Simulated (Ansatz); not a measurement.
1T (CdI2-type) PtS2 was calculated with PBEsol (PAW; Ansatz, an electronic-structure program).

Settings: plane-wave cutoff 520 eV, 24×24×16 k mesh (along the axes of the cell as run), scalar-relativistic PAW data made under PBE.

Computed at the level's own relaxed cell.

Q: Estimate the elastic constant C66, polycrystal shear modulus (Hill average), elastic constant C11, elastic constant C13, elastic constant C12, elastic constant C33 and elastic constant C44 that the calculation returns.

A: 
- elastic constant C66 = 79.0 GPa
- polycrystal shear modulus (Hill average) = 40.1 GPa
- elastic constant C11 = 223 GPa
- elastic constant C13 = 23.8 GPa
- elastic constant C12 = 64.6 GPa
- elastic constant C33 = 19.8 GPa
- elastic constant C44 = 37.6 GPa

Note: the cell comes from a level without a dispersion term, which matters for the spacing of layers, chains or molecules.

Elastic constants are with the ions relaxed.

Spin–orbit coupling is not included.

Static lattice: no zero-point or thermal effects.
